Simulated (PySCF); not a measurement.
# O: electron affinity

O⁻ [He] 2s2 2p5 (2P) → O [He] 2s2 2p4 (3P), as a difference of total energies. Computed with PySCF 2.14 in aug-cc-pCVTZ-DK with one added diffuse shell each of s, p, d, f type (8s7p5d3f, 75 functions), with scalar relativity by spin-free X2C-1e. Correlated levels: valence and next inner shell: nothing frozen. The calculations carry no spin-orbit coupling.

```csv
method,electron affinity (eV),error (eV)
UHF,-0.569,-2.030
MP2 (valence and next inner shell),1.434,-0.027
SCS-MP2 (valence and next inner shell),1.396,-0.065
CCSD (valence and next inner shell),1.193,-0.268
CCSD(T) (valence and next inner shell),1.353,-0.108
```

Reference: 1.461 eV (measured; photodetachment measurements, as compiled on the Wikipedia data page of electron affinities).

Errors of the correlated levels include the incompleteness of this basis.

A negative affinity means that the anion lies above the atom at that level of theory.
